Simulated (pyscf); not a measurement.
Optimised with ωB97X-D3(BJ)/def2-SVP in PySCF.

For the elementary gas-phase step Cl–GeH₂• + germane (GeH₄) -> Cl–GeH₂–GeH₃ + H atom (H•) (doublet surface; Ge–H broken, Ge–Ge formed), what barrier and reaction energy does ωB97M-D3(BJ)/def2-TZVP give, measured from the separated reactants?

ΔE‡ = 25.3 kcal/mol, ΔE = +19.7 kcal/mol. Zero-point energy shifts the barrier by -1.5 kcal/mol. It is a substitution at Ge, with an imaginary mode of 456i cm⁻¹. One saddle was located; it need not be the lowest between these sides. The angle at the attacked Ge is 66° (front-side attack). Elements up to Kr have no core potential and no relativistic terms here.
